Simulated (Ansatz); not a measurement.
A made-up structure of C₂H₂, closed shell:

C1  (0.174, -0.607, 0.224)
C2  (-0.174, 0.607, -0.224)
H3  (0.484, -1.687, 0.624)
H4  (-0.484, 1.687, -0.624)
(Å)

It is relaxed with PBE-D4/def2-SVP and then PBE0-D4/def2-TZVP (Ansatz 0.2.0). Atoms count as bonded within 1.22 times the sum of their covalent radii (H–H: 0.88 Å). The end point is not checked to be a true minimum.

(1) Does its bonding change? (Judge from chemistry; the calculation decides.)

Answers

(1) Computed: No: no bond forms or breaks.

Where it ends: The first stage lowers the energy by 0.97 eV in 4 steps. It ends as C₂H₂ (C#C):
```csv
atom,x (Å),y (Å),z (Å)
C1,0.1555,-0.5421,0.2004
C2,-0.1555,0.5421,-0.2004
H3,0.4322,-1.5065,0.5569
H4,-0.4322,1.5065,-0.5569
```

For scale, one of the runs: PBE0-D4/def2-TZVP relaxation, 74 basis functions, launched by `ansatz run in.yaml --threads 2 --pin off --events-out ev --progress --plain --max-ram 4352MiB`. The run took about 2.4 s on 2 CPU threads of an Arm Neoverse V1 (shared host).
